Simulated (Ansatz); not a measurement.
**SiGeCl, doublet: reading a ladder of total energies**

Geometry: displaced at random from a stationary point.

| atom | x (Å) | y (Å) | z (Å) |
| --- | --- | --- | --- |
| Cl | -0.0093 | 0.8850 | 1.3205 |
| Ge | -0.0101 | 0.0709 | -0.9780 |
| Si | 0.0379 | -1.3006 | 0.8627 |

Basis cc-pVDZ; Ansatz 0.2.0. Correlated methods freeze the noble-gas cores and the filled d shells of p-block atoms, which leaves 15 electrons in 39 orbitals. Prefix R: restricted or restricted open-shell reference; prefix U: unrestricted. No spin–orbit coupling is included, and no scalar relativity.

Full CI isn't at hand for all of this; UCCSDT(Q) serves as the reference, and is uncertain by about the last step of the cluster series.

Runs differ by some tens of microhartree through their thresholds and, for an open shell, their frozen cores, so steps under 0.03 kcal/mol mean nothing.

| level | total energy (hartree) |
| --- | --- |
| UHF | -2823.745664 |
| UMP2 | -2824.020244 |
| UCCSD | -2824.056220 |
| UCCSD(T) | -2824.068002 |
| UCCSDT | -2824.069446 |
| UCCSDT(Q) | -2824.070527 |

**Question.** What is the correlation energy at UCCSDT(Q), and what share of it do UMP2 and UCCSD recover?

**Answer.** E(corr) = -2824.070527 − (-2823.745664) = -0.324863 hartree = -8.840 eV. UMP2: -0.274580 / -0.324863 = 84.52 %. UCCSD: -0.310556 / -0.324863 = 95.60 %.

**Question.** By how many kcal/mol does UCCSD(T) miss UCCSDT(Q) (1 hartree = 627.509 kcal/mol), and which steps make up the rest?

**Answer.** -2824.068002 − (-2824.070527) = 0.002525 hartree = 1.58 kcal/mol. Steps: UCCSDT − UCCSD(T) = -0.91, UCCSDT(Q) − UCCSDT = -0.68 kcal/mol. Differences between like states or geometries often cancel part of this.
